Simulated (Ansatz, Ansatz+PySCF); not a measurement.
```xyz
6

C     0.0000   -0.0295   -1.2404
S     0.0000   -0.0644    0.7165
H     0.0000   -1.1629   -1.5920
H    -0.9719    0.4953   -1.6749
H     0.9719    0.4953   -1.6749
H     0.0000    1.3794    0.9200
```

RHF-MP2 on singlet CH₄S was run in several spherical basis sets with Ansatz (development build ahead of 0.2.0). Frozen core: 6 orbitals. Caution for RHF-MP2: no unrestricted run beside it, a lower state can exist.

Task: Rank the basis sets by the total energy that they give, lowest first, with the distance from the lowest.
A. def2-SVP
B. 6-31G(d)
C. cc-pVTZ
D. cc-pVDZ
E. def2-TZVP

Result: C (0.00 eV), E (0.54 eV), D (2.78 eV), B (4.62 eV), A (7.25 eV).

Totals follow the description of the cores as much as that of the bonds, so this order isn't one of quality for chemistry.
